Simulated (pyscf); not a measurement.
Single points on ωB97X-D3(BJ)/def2-SVP structures (PySCF, gas phase).

Question: HO–SiH: [singlet] + HO–SiH₃ → O=SiH–O–SiH₃ + H₂
Surface: singlet. Broken: H–O, H–O. Formed: O–Si, H–H. Give ΔE‡ and ΔE from ωB97M-D3(BJ)/def2-TZVP, relative to the separated reactants.

Answer: ΔE‡ = 57.6 kcal/mol, ΔE = -28.0 kcal/mol. Zero-point energy shifts the barrier by -3.6 kcal/mol. It is a concerted two-bond exchange, with an imaginary mode of 1368i cm⁻¹. On the reactant side the descent ends in an adduct with a O–Si contact (not fully relaxed), 11.0 kcal/mol under the separated species and 68.3 kcal/mol under the saddle at ωB97X-D3(BJ)/def2-TZVP. What is counted as formed (O–Si) is already present as a longer contact in the reactant adduct; forming that adduct is a step of its own. O=SiH–O–SiH₃ lies 9.9 kcal/mol over its isomer HO–Si:–O–SiH₃ [singlet] (electronic energy, ωB97M-D3(BJ)/def2-TZVP). This is the saddle that the search found; another between the same sides may lie lower. One closed-shell reference is unstable to symmetry breaking; treat the single-reference values with care.
